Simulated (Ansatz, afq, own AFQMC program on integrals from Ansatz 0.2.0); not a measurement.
AFQMC on a folder of integrals that Ansatz 0.2.0 wrote.

```yaml
crystal:
  periodic: [false, false, false]
  atoms:
    - {symbol: Si, position_ang: [0.000000, -0.085926, 0.595821]}
    - {symbol: B, position_ang: [0.000000, 0.089951, -1.333031]}
    - {symbol: H, position_ang: [0.000000, 1.095005, 1.517690]}
    - {symbol: H, position_ang: [0.000000, 1.201588, -1.778382]}
    - {symbol: H, position_ang: [0.000000, -0.867120, -2.043536]}
basis:
  gaussian: {orbitals: cc-pVDZ}
magnetization: {spin_polarized: true, initial_magnetization: 2}
correlation: {method: ccsd_t, electrons: outside_noble_gas, hamiltonian_folder: ham}
```

```sh
$ ansatz run in.yaml --threads 1 --pin off --events-out ev --progress --plain --max-ram 1382MiB
```

afq runs on the folder ham with

```
--method free --trial cisd --walkers 60 --time-step 0.03 --max-blocks 80 --target-error 0.00038 --factor-cut 1e-05 --seed 8715 --times 0,0.21,0.42,0.81,1.2,1.8,2.4,3 --taylor-order 8
```

Times are imaginary, in 1/Eh. The walk had a cap of 1573 s.

Output of the walk:

```
orbitals 41  electrons 6 4  factors 319 of 444
reference energy -315.27035963 Eh
CCSD correlation -0.18840061 Eh in 12 cycles, weight of the determinant in the CISD state 0.8834
repeat  energy at the last time / Eh  error
    10  -315.464292  0.000500
    20  -315.464821  0.000546
    30  -315.464640  0.000423
    40  -315.464660  0.000381
    50  -315.464515  0.000317
time / (1/Eh)  energy / Eh  error  mean overlap
  0.00  -315.458737  0.000127  1.1317
  0.21  -315.461075  0.000152  1.1434
  0.42  -315.462517  0.000175  1.1466
  0.81  -315.463736  0.000195  1.1534
  1.20  -315.464507  0.000270  1.1529
  1.80  -315.464951  0.000246  1.1536
  2.40  -315.464912  0.000288  1.1662
  3.00  -315.464439  0.000316  1.1850
energy -315.464439 +/- 0.000316 Eh
```

The run passed its tests (error under three times the target), which doesn't prove that it has relaxed.

Against this walk (error 8.6 meV) on the same determinant: CCSD(T) 11.4 meV higher (within the noise), CCSDT(Q) 30.4 meV lower. The error is statistical, and a free projection of finite length keeps a remainder of its start. The last points scatter (meV from the last: 19 ± 5 at 0.81, -2 ± 7 at 1.20, -14 ± 7 at 1.80, -13 ± 8 at 2.40, 0 ± 9 at 3.00); the last is the one printed as the energy, and the gaps above move with that scatter.

Cautions: remainder of the start not in the error; lower spins were not checked.

The walk took 2.6 min on 1 thread of Arm Neoverse V2, with other jobs on the host. The log's last line is the free-projection energy.

CCSDT and higher add their correlation energy to the determinant of the CCSD(T) run, since their own runs factorise the integrals more tightly (a shift of under 2 meV). A walk keeps the symmetry of its determinant, which the program's search chose and which needn't be the lowest solution, so a lower state of the same spin and another symmetry isn't excluded.
